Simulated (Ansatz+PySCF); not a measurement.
Results of a calculation; reference values are marked as such.
## Ansatz (development build ahead of 0.2.0) run

```yaml
crystal:
  periodic: [false, false, false]
  atoms:
    - { symbol: "N", position_ang: [0.0, 0.0, -0.28787] }
    - { symbol: H, position_ang: [0.0, 0.0, 2.01506] }
    - { symbol: O, position_ang: [30.0, 0.0, -0.89121] }
    - { symbol: O, position_ang: [30.0, 0.0, 0.89121] }
basis:
  gaussian: { orbitals: "6-31G" }
magnetization:
  initial_magnetization: 4
hamiltonian:
  xc: hf
```

The input is written out in the form of the current development build from the run's settings.

Results

| Quantity | Value |
| --- | --- |
| Converged | yes |
| Total energy | -204.20237 hartree |
| Spin squared of the determinant | 6.000 |
| Stability test | minimum among restricted orbitals |
| Occupied orbitals by symmetry in an Abelian subgroup (alpha; beta) | 12 A' 2 A''; 9 A' 1 A'' |

Caution: this determinant is likely not that of the ground state; an unrestricted determinant lies well below.
